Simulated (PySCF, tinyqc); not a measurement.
Inside a calculation. Method: G0W0 on RHF in the sto-3g basis, for HF, spin multiplicity 1. The lowest restricted solution is unstable here: a spin-polarised one lies 0.0022 hartree lower (PySCF). One step of it, computed by the program tinyqc.

Problem. Integrals over molecular orbitals. (pq|rs) = sum C_ip C_jq C_kr C_ls (ij|kl), one index at a time.

coefficients C:
```
,MO1,MO2,MO3,MO4,MO5,MO6
1F 1s,0.994983,-0.258514,0.049823,0.000000,0.000000,0.052325
1F 2s,0.020573,0.997788,-0.254222,0.000000,0.000000,-0.288133
1F 2px,0.000000,0.000000,0.000000,0.576130,0.817358,0.000000
1F 2py,0.000000,0.000000,0.000000,0.817358,-0.576130,0.000000
1F 2pz,0.001246,0.023838,0.685267,0.000000,0.000000,-0.768107
2H 1s,-0.003000,0.096936,0.599024,0.000000,0.000000,0.878278
```

core Hamiltonian H = T + V (hartree), lower triangle:
```
,1F 1s,1F 2s,1F 2px,1F 2py,1F 2pz,2H 1s
1F 1s,-40.449363
1F 2s,-9.490660,-10.927355
1F 2px,0.000000,0.000000,-8.607486
1F 2py,0.000000,0.000000,0.000000,-8.607486
1F 2pz,-0.008142,-0.101433,0.000000,0.000000,-8.659523
2H 1s,-0.907523,-2.200073,0.000000,0.000000,-1.586641,-4.241702
```

Two-electron integrals (ij|kl) in chemists' order, unique and non-zero (hartree):
```
i,j,k,l,(ij|kl)
1,1,1,1,5.403501
2,1,1,1,0.841920
2,1,2,1,0.156299
2,2,1,1,1.268028
2,2,2,1,0.292344
2,2,2,2,0.926167
3,1,3,1,0.027998
3,2,3,1,0.043169
3,2,3,2,0.204588
3,3,1,1,1.264502
3,3,2,1,0.292403
3,3,2,2,0.925959
3,3,3,3,0.997514
4,1,4,1,0.027998
4,2,4,1,0.043169
4,2,4,2,0.204588
4,3,4,3,0.053770
4,4,1,1,1.264502
4,4,2,1,0.292403
4,4,2,2,0.925959
4,4,3,3,0.889973
4,4,4,4,0.997514
5,1,5,1,0.027998
5,2,5,1,0.043169
5,2,5,2,0.204588
5,3,5,3,0.053770
5,4,5,4,0.053770
5,5,1,1,1.264502
5,5,2,1,0.292403
5,5,2,2,0.925959
5,5,3,3,0.889973
5,5,4,4,0.889973
5,5,5,5,0.997514
6,1,1,1,0.080732
6,1,2,1,0.014873
6,1,2,2,0.027687
6,1,3,3,0.027646
6,1,4,4,0.027646
6,1,5,1,0.000587
6,1,5,2,0.001111
6,1,5,5,0.027774
6,1,6,1,0.001429
6,2,1,1,0.225304
6,2,2,1,0.052732
6,2,2,2,0.188972
6,2,3,3,0.186123
6,2,4,4,0.186123
6,2,5,1,0.003562
6,2,5,2,0.029046
6,2,5,5,0.194480
6,2,6,1,0.005097
6,2,6,2,0.049395
6,3,3,1,0.005264
6,3,3,2,0.032173
6,3,5,3,0.005950
6,3,6,3,0.007003
6,4,4,1,0.005264
6,4,4,2,0.032173
6,4,5,4,0.005950
6,4,6,4,0.007003
6,5,1,1,0.162035
6,5,2,1,0.038383
6,5,2,2,0.147342
6,5,3,3,0.141267
6,5,4,4,0.141267
6,5,5,1,0.007511
6,5,5,2,0.053361
6,5,5,5,0.159324
6,5,6,1,0.003846
6,5,6,2,0.047404
6,5,6,5,0.052239
6,6,1,1,0.419313
6,6,2,1,0.099704
6,6,2,2,0.413200
6,6,3,3,0.400721
6,6,4,4,0.400721
6,6,5,1,0.007526
6,6,5,2,0.088033
6,6,5,5,0.437809
6,6,6,1,0.009670
6,6,6,2,0.145692
6,6,6,5,0.163426
6,6,6,6,0.774606
```

Give: one-electron integrals over orbitals h = C^T H C; Two-electron integrals over orbitals.

Solution.

one-electron integrals over orbitals h = C^T H C (hartree), lower triangle:
```
,1,2,3,4,5,6
1,-40.4321
2,0.7228,-9.1231
3,-0.1313,0.4896,-6.8066
4,0.0000,0.0000,0.0000,-8.6075
5,0.0000,0.0000,0.0000,0.0000,-8.6075
6,-0.1431,0.7803,2.2612,0.0000,0.0000,-5.9861
```

Two-electron integrals over orbitals (pq|rs), unique and non-zero (hartree):
```
p,q,r,s,(pq|rs)
1,1,1,1,5.3645
2,1,1,1,-0.5219
2,1,2,1,0.0800
2,2,1,1,1.2334
2,2,2,1,-0.0227
2,2,2,2,0.8727
3,1,1,1,0.0998
3,1,2,1,-0.0148
3,1,2,2,0.0065
3,1,3,1,0.0174
3,2,1,1,-0.1188
3,2,2,1,0.0050
3,2,2,2,-0.0453
3,2,3,1,0.0205
3,2,3,2,0.1349
3,3,1,1,0.8872
3,3,2,1,-0.0085
3,3,2,2,0.6917
3,3,3,1,-0.0021
3,3,3,2,-0.0145
3,3,3,3,0.6763
4,1,4,1,0.0295
4,2,4,1,0.0401
4,2,4,2,0.1894
4,3,4,1,-0.0070
4,3,4,2,-0.0279
4,3,4,3,0.0354
4,4,1,1,1.2640
4,4,2,1,-0.0151
4,4,2,2,0.8951
4,4,3,1,0.0029
4,4,3,2,-0.0657
4,4,3,3,0.6782
4,4,4,4,0.9975
5,1,5,1,0.0295
5,2,5,1,0.0401
5,2,5,2,0.1894
5,3,5,1,-0.0070
5,3,5,2,-0.0279
5,3,5,3,0.0354
5,4,5,4,0.0538
5,5,1,1,1.2640
5,5,2,1,-0.0151
5,5,2,2,0.8951
5,5,3,1,0.0029
5,5,3,2,-0.0657
5,5,3,3,0.6782
5,5,4,4,0.8900
5,5,5,5,0.9975
6,1,1,1,0.1057
6,1,2,1,-0.0169
6,1,2,2,0.0027
6,1,3,1,-0.0123
6,1,3,2,-0.0232
6,1,3,3,0.0057
6,1,4,4,0.0031
6,1,5,5,0.0031
6,1,6,1,0.0199
6,2,1,1,-0.1538
6,2,2,1,0.0041
6,2,2,2,-0.0851
6,2,3,1,-0.0199
6,2,3,2,-0.0767
6,2,3,3,-0.0221
6,2,4,4,-0.0842
6,2,5,5,-0.0842
6,2,6,1,0.0189
6,2,6,2,0.0915
6,3,1,1,-0.4212
6,3,2,1,0.0071
6,3,2,2,-0.2371
6,3,3,1,0.0014
6,3,3,2,0.0800
6,3,3,3,-0.0934
6,3,4,4,-0.2462
6,3,5,5,-0.2462
6,3,6,1,-0.0048
6,3,6,2,0.0365
6,3,6,3,0.2318
6,4,4,1,-0.0069
6,4,4,2,-0.0283
6,4,4,3,-0.0223
6,4,6,4,0.0291
6,5,5,1,-0.0069
6,5,5,2,-0.0283
6,5,5,3,-0.0223
6,5,6,5,0.0291
6,6,1,1,0.8387
6,6,2,1,-0.0089
6,6,2,2,0.6391
6,6,3,1,0.0102
6,6,3,2,0.0458
6,6,3,3,0.6479
6,6,4,4,0.6234
6,6,5,5,0.6234
6,6,6,1,-0.0072
6,6,6,2,-0.0535
6,6,6,3,-0.0261
6,6,6,6,0.6744
```
